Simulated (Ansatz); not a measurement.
CH₃FS₂, SMILES `FCSS`, 7 atoms. The species carries charge 0 and has multiplicity 1. All runs use 2 threads of an Arm Neoverse V2 on a shared host. Correlated methods freeze the cores.

(1) Give the basis size and wall time and peak host memory of each of these runs in Ansatz. RHF-MP2/def2-QZVPP energy; RKS PBE0-D4/def2-TZVP frequencies; RKS PBE0-D4/def2-SVP energy; RKS B2PLYP (frozen core)/def2-TZVPP energy; RHF-CCSD(T)/def2-TZVPP energy; RKS PBE-D4/def2-TZVPP energy and forces; RKS PBE0-D4/def2-QZVPP energy; RKS ωB97M-V/def2-SVP energy; direct RPA on PBE orbitals/def2-TZVPP energy; RHF-CCSD(T)/def2-SVP energy; RKS BLYP-D4/def2-TZVPP energy; RKS ωB97M-V/def2-QZVPP energy. (Estimate.)

Results:

(1) Ansatz gave: Other jobs shared the machine, so times are rough.

| level | job | functions | wall time | peak host memory (GiB) |
| --- | --- | --- | --- | --- |
| RKS PBE0-D4/def2-SVP | energy | 79 | 0.95 s | 0.36 |
| RHF-CCSD(T)/def2-SVP | energy | 79 | 1.7 s | 0.36 |
| RKS BLYP-D4/def2-TZVPP | energy | 188 | 1.8 s | 0.21 |
| RKS PBE-D4/def2-TZVPP | energy and forces | 188 | 2.1 s | 0.21 |
| direct RPA on PBE orbitals/def2-TZVPP | energy | 188 | 3.4 s | 0.36 |
| RKS B2PLYP (frozen core)/def2-TZVPP | energy | 188 | 4.1 s | 0.39 |
| RKS ωB97M-V/def2-SVP | energy | 79 | 4.2 s | 0.36 |
| RKS PBE0-D4/def2-QZVPP | energy | 344 | 6 s | 0.92 |
| RHF-MP2/def2-QZVPP | energy | 344 | 12 s | 1.3 |
| RKS ωB97M-V/def2-QZVPP | energy | 344 | 13 s | 1.1 |
| RHF-CCSD(T)/def2-TZVPP | energy | 188 | 46 s | 1.9 |
| RKS PBE0-D4/def2-TZVP | frequencies | 154 | 75 s | 0.36 |
